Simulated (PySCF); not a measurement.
Species: Si3H8.
Bonds: Si1–Si2, Si2–Si3. Hydrogens: H4, H5, H6 on Si1; H7, H8 on Si2; H9, H10, H11 on Si3.

Method used: PySCF, PBE0-D3(BJ)/def2-TZVP geometry optimisation, gas phase.

Problem. List the bond lengths and angles at this level.

Solution. 
```tsv
bond	length (pm)
Si1–Si2, Si2–Si3	233.8
Si1–H4 and 5 like bonds	148.8
Si2–H7, Si2–H8	149.0
```

Bonds in one row agree within 1 pm and their mean is given. A selection of angles:
```tsv
angle	degrees
Si2–Si1–H4	111.1
Si2–Si1–H5	109.8
H4–Si1–H5	108.7
Si1–Si2–Si3	110.8
Si1–Si2–H7	109.5
H7–Si2–H8	108.1
```

Si2 (SiH2 silicon) is tetrahedral (angles from 108.1° to 110.8°). Si1 (SiH3 silicon) is tetrahedral (angles from 108.6° to 111.1°).

Point group: C2v (tolerance 0.08 Å). No PBE0-D3(BJ)/def2-TZVP frequencies stand behind this structure, so it isn't proved a minimum.
